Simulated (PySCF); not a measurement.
Start geometry of carbonyl fluoride, `O=C(F)F` from GFN2-xTB (Å):
```
atom  x, y, z in Å
O1    -0.3177    1.1211    0.8046
C2    -0.0240    0.0934    0.3569
F3     1.0143   -0.6435    0.6921
F4    -0.6624   -0.5663   -0.5869
```

Q: What comes out of this run: PySCF, PBE0-D3(BJ)/def2-SVP geometry optimisation, gas phase?

A: 
```
atom  x, y, z in Å
O1    -0.3891    1.0930    0.8262
C2    -0.0364    0.0814    0.3530
F3    -0.3498   -0.3609   -0.8360
F4     0.7399   -0.8028    0.9223
```

The energy falls by 0.014 eV over 6 energy and gradient evaluations, the largest force component goes from 0.0314 to 2.6e-04 Eh/bohr, and the atoms move by 0.008 Å rms after alignment. The bond that changes most is O1=C2 (carbonyl oxygen to carbonyl carbon), which lengthens by 0.012 Å. Bonds longer at the end by more than 0.005 Å: 1 of 3; shorter: 2. Rotational constants go from 11948, 11732, 5919 to 11891, 11840, 5933 MHz. The orientation of the end geometry is arbitrary; only internal coordinates are fixed.

The run used 56 basis functions and 41 SCF cycles in all.

No frequency check.
